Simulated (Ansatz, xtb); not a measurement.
Ligand exchange: BH(CH3)Cl + MgH(SH) → BH(CH3)(SH) + MgHCl

Species: BH(CH3)Cl, singlet; MgH(SH), singlet; BH(CH3)(SH), singlet; MgHCl `[MgH][Cl]`, singlet. The partners trade Cl for SH: B–Cl and Mg–SH bonds give way to B–SH and Mg–Cl.

Shapes, held fixed at every level: PBE0-D4/def2-TZVP. Flexible molecules stand in one conformer, not always the lowest. Programs: Ansatz 0.2.0, xtb 6.7.1. The zero-point and thermal change to 298 K, harmonic and unscaled (PBE0-D4/def2-TZVP), is +4.1 kJ/mol.

```csv
level,kind,ΔH(298 K) (kJ/mol),less CCSD(T)/def2-TZVPP
GFN1-xTB,semi-empirical,-65.7,-5.4
HF/def2-TZVPP,Hartree–Fock,-63.2,-2.9
r2SCAN-D4/def2-TZVPP,meta-GGA,-63.8,-3.5
BHLYP-D4/def2-TZVPP,global hybrid,-64.1,-3.8
wB97M-V/def2-TZVPP,range-separated hybrid,-61.2,-0.9
CCSD/def2-SVP,coupled cluster or CI,-65.5,-5.2
CCSD/def2-TZVPP,coupled cluster or CI,-60.7,-0.4
CCSD(T)/def2-TZVPP,coupled cluster or CI,-60.3,0.0
```

The highest level, CCSD(T)/def2-TZVPP, gives ΔH(298 K) = -60.3 kJ/mol; the levels span -65.7 to -60.3. The column of differences is taken from that level and isn't an error. No measured value is set beside it here. Outer-core shells of Mg are correlated, in sets that cover them unevenly.
